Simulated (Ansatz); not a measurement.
CH₄AlN (SMILES C=[N][AlH2]), singlet: a trajectory.

The input file, in.yaml:

```yaml
crystal:
  periodic: [false, false, false]
  atoms:
    - {symbol: C, position_ang: [-1.340710, -0.198940, -0.715190]}
    - {symbol: N, position_ang: [-0.247460, -0.035950, -0.131770]}
    - {symbol: Al, position_ang: [1.300240, 0.195560, 0.694260]}
    - {symbol: H, position_ang: [-1.661850, -1.173310, -1.094300]}
    - {symbol: H, position_ang: [-2.045260, 0.621170, -0.884060]}
    - {symbol: H, position_ang: [1.727570, 1.577720, 1.228620]}
    - {symbol: H, position_ang: [2.267480, -0.986240, 0.902430]}
basis:
  gaussian: {orbitals: def2-SVP}
hamiltonian: {xc: pbe0, dispersion: d4}
md: {n_steps: 30, timestep: 0.5, temperature: 300, ensemble: nvt_nose_hoover, seed: 317, steps: 10, initial_velocities: maxwell_boltzmann}
```

Command:

```bash
ansatz run in.yaml --threads 2 --pin off --events-out ev --progress --plain --max-ram 3481MiB
```

The run's output (Ansatz 0.2.0):

```
Error: YAML parse error: error: line 14 column 90: unknown field `steps`, expected one of timestep, n_steps, ensemble, temperature, temperature_schedule, friction, pressure, stress_2d, fix_cell, beads, quantum_up_to, nose_hoover, initial_velocities, initial_site_velocities, seed, constraints, density_extrapolation, masses
  --> <input>:14:66
   |
12 | …f2-SVP}
13 | …ispersion: d4}
14 | …p: 0.5, temperature: 300, ensemble: nvt_nose_hoover, seed: 317, steps: 10, initial_velocities: maxwell_boltzmann}
   |                                                                  ^ unknown field `steps`, expected one of timestep, n_steps, ensemble, temperature, temperature_schedule, friction, pressure, stress_2d, fix_cell, beads, quantum_up_to, nose_hoover, initial_velocities, initial_site_velocities, seed, constraints, density_extrapolation, masses
```

Hardware: 2 CPU threads of an Intel Xeon, shared host. Wall time about 0.05 s.


The program refused the input. The block holds a key that the program does not know.